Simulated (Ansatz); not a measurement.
A geometry relaxed with PBE0-D3(BJ)/def2-TZVP in Ansatz (a first-principles code), charge 0, multiplicity 2:

```xyz
3

N     -0.0005     0.4257     0.0000
H      0.8044    -0.2119     0.0000
H     -0.8039    -0.2138     0.0000
```

Task: Write the SMILES of this molecule.

Result: `[NH2]`
